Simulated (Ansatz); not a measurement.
**C₇H₁₆: a ladder of functionals and wavefunction methods**

An exercise on one series of results from a longer session: the logs are not shown, and one member is left open.

Method: functionals in def2-TZVPP, the program's frozen cores in correlated methods; program: Ansatz 0.2.0, Gaussian basis.

Plan: PBE-D4, r2SCAN-D4, PBE0-D4, B3LYP-D4, ωB97X-V, ωB97M-V, B2PLYP; CCSD(T)/def2-TZVPP; MP2/def2-QZVPP; extrapolation to the limit.

1 further run of the same task is left out (it didn't finish).

**The geometry**

All runs share one geometry, relaxed beforehand with PBE0-D4 in a triple-zeta def2 set.

SMILES `CCC(C)(C)CC`, 23 atoms, charge 0, spin multiplicity 1.

Atoms are counted from 1 here; the program's logs count them from 0.

Bond lengths: C1–C2 1.520 Å, C1–H8 1.093 Å, C1–H9 1.092 Å, C1–H10 1.092 Å, C2–C3 1.538 Å, C2–H11 1.097 Å, C2–H12 1.097 Å, C3–C4 1.526 Å, C3–C5 1.526 Å, C3–C6 1.538 Å, C4–H13 1.092 Å, C4–H14 1.092 Å, C4–H15 1.094 Å, C5–H16 1.094 Å, C5–H17 1.092 Å, C5–H18 1.092 Å, C6–C7 1.520 Å, C6–H19 1.097 Å and more. Angles: C2–C1–H8 110.3°, C2–C1–H9 112.1°, C2–C1–H10 112.0°, H8–C1–H9 107.2°, H8–C1–H10 107.2°, H9–C1–H10 107.8°, C1–C2–C3 116.9°, C1–C2–H11 108.9°, C1–C2–H12 108.9°, C3–C2–H11 107.9°, C3–C2–H12 107.9°, H11–C2–H12 105.9°, C2–C3–C4 110.2°, C2–C3–C5 110.2°, C2–C3–C6 106.4°, C4–C3–C5 109.6°, C4–C3–C6 110.2°, C5–C3–C6 110.2° and more.

The first run:

in.yaml

```yaml
crystal:
  periodic: [false, false, false]
  atoms:
    - {symbol: C, position_ang: [-0.020276, -2.334086, -1.151491]}
    - {symbol: C, position_ang: [-0.794482, -1.151552, -0.593174]}
    - {symbol: C, position_ang: [0.030741, 0.002161, 0.000858]}
    - {symbol: C, position_ang: [0.877307, -0.501071, 1.166770]}
    - {symbol: C, position_ang: [0.938393, 0.605163, -1.067753]}
    - {symbol: C, position_ang: [-0.979978, 1.051712, 0.492587]}
    - {symbol: C, position_ang: [-0.410798, 2.307758, 1.131252]}
    - {symbol: H, position_ang: [-0.708328, -3.084773, -1.547294]}
    - {symbol: H, position_ang: [0.642916, -2.041436, -1.968576]}
    - {symbol: H, position_ang: [0.587181, -2.824072, -0.387311]}
    - {symbol: H, position_ang: [-1.430535, -0.737197, -1.384758]}
    - {symbol: H, position_ang: [-1.479305, -1.510580, 0.184621]}
    - {symbol: H, position_ang: [1.456410, 0.308412, 1.616278]}
    - {symbol: H, position_ang: [1.589626, -1.262351, 0.841597]}
    - {symbol: H, position_ang: [0.248870, -0.939673, 1.948023]}
    - {symbol: H, position_ang: [0.354227, 0.975261, -1.915937]}
    - {symbol: H, position_ang: [1.650958, -0.130912, -1.446087]}
    - {symbol: H, position_ang: [1.520291, 1.439714, -0.670746]}
    - {symbol: H, position_ang: [-1.607603, 1.339268, -0.359625]}
    - {symbol: H, position_ang: [-1.651785, 0.562327, 1.208143]}
    - {symbol: H, position_ang: [0.178530, 2.083363, 2.023113]}
    - {symbol: H, position_ang: [0.226188, 2.866106, 0.441633]}
    - {symbol: H, position_ang: [-1.218526, 2.976456, 1.437890]}
basis:
  gaussian: {orbitals: def2-TZVPP}
hamiltonian: {xc: pbe, dispersion: d4}
output: {forces: true, orbitals: {seedname: orbitals}}
```

Among the steps run: PBE-D4 (GGA); r2SCAN-D4 (meta-GGA); PBE0-D4 (hybrid); B3LYP-D4 (hybrid); ωB97X-V (range-separated); ωB97M-V (range-separated); B2PLYP (double hybrid); CCSD(T) in def2-TZVPP; MP2 in def2-QZVPP.

One of the session's tables, all rows but one given; the rest of the session is left out.

```
            method  atomisation energy (kJ/mol)
            PBE-D4                       9284.6
         r2SCAN-D4                            ?
           PBE0-D4                       9203.9
          B3LYP-D4                       9148.9
           ωB97X-V                       9153.3
           ωB97M-V                       9166.7
            B2PLYP                       9053.5
     HF/def2-TZVPP                       6963.3
    MP2/def2-TZVPP                       9034.5
   CCSD/def2-TZVPP                       8865.6
CCSD(T)/def2-TZVPP                       8966.5
           MP2/CBS                       9213.5
       CCSD(T)/CBS                       9145.5
```

**Question.** Estimate the row for r2SCAN-D4.

As computed: atomisation energy (kJ/mol): 9158.5. In the column «atomisation energy (kJ/mol)» it lies between ωB97X-V (9153.3) and ωB97M-V (9166.7).
